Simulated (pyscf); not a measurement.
PySCF, gas phase, ωB97X-D3(BJ)/def2-SVP geometries.

### Question
What is the homolytic dissociation enthalpy (298 K, ωB97M-D3(BJ)/def2-TZVP) of the Al–O bond of H₃C–CH₂–Al(CH₃)–OH (SMILES C[CH2][Al]([CH3])[OH]), to [H₃C–CH₂–Al–CH₃]• + OH•?

### Answer
Al–O to [H₃C–CH₂–Al–CH₃]• + OH•: 550.3 kJ/mol. The 7 functionals that were run give +523.4 (PBE0-D3(BJ)) to +550.3 kJ/mol (ωB97M-D3(BJ)/def2-TZVP). The radicals are drawn with the spin at the cut bond; how far it spreads was not checked. Other isomers of [H₃C–CH₂–Al–CH₃]• were not searched in full and may lie lower. Left out: the spin-orbit lowering of OH.
